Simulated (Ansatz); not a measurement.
Geometry optimisation, Ansatz 0.2.0, UKS r2SCAN/def2-SVP.

input.yaml

```yaml
crystal:
  periodic: [false, false, false]
  atoms:
    - { symbol: B, position_ang: [-0.266882, 0.551414, 0.550675] }
    - { symbol: H, position_ang: [1.679849, -0.549639, -0.463629] }
    - { symbol: "N", position_ang: [-1.145199, -0.03645, -0.106301] }
    - { symbol: H, position_ang: [1.020613, -0.698443, -0.655592] }
    - { symbol: F, position_ang: [0.676204, 1.141849, 1.214434] }
    - { symbol: H, position_ang: [-1.964584, -0.40863, -0.539687] }
magnetization:
  spin_polarized: true
basis:
  gaussian: { orbitals: def2-SVP }
hamiltonian:
  xc: r2scan
relax:
  f_tol: 0.03
  max_steps: 50
```

Launched with:

```bash
$ ansatz run input.yaml --threads 2 --pin off --max-ram 3072MiB --backend cpu --events-out ev --progress --plain --runs-dir out
```

**Question.** Where does it end, and by what steps?

**Answer.** It converged. The force dipped under the threshold on the way, but the program's further checks kept it going. After 8 steps the energy has fallen by 0.184 eV; H2 moved furthest, 0.47 Å.

```csv
step,energy less start (eV),largest force component (eV/Å),accepted
0,0.0000,2.491,yes
1,-0.1472,0.235,yes
2,-0.1741,0.108,yes
3,-0.1333,2.673,no
4,-0.1764,0.145,yes
5,-0.1834,0.056,yes
6,-0.1833,0.076,no
7,-0.1838,0.019,yes
8,-0.1842,0.009,yes
```

```xyz
6
Properties=species:S:1:pos:R:3
B -0.465 0.646 0.636
H 2.092 -0.721 -0.614
N -1.378 0.087 0.006
H 1.384 -0.889 -0.830
F 0.491 1.227 1.291
H -2.124 -0.351 -0.489
```

Run time: 12 s on 2 threads of Intel(R) Xeon(R) Platinum 8223CL CPU @ 3.00GHz (Skylake/Cascade Lake) (shared host), peak memory 0.18 GiB.
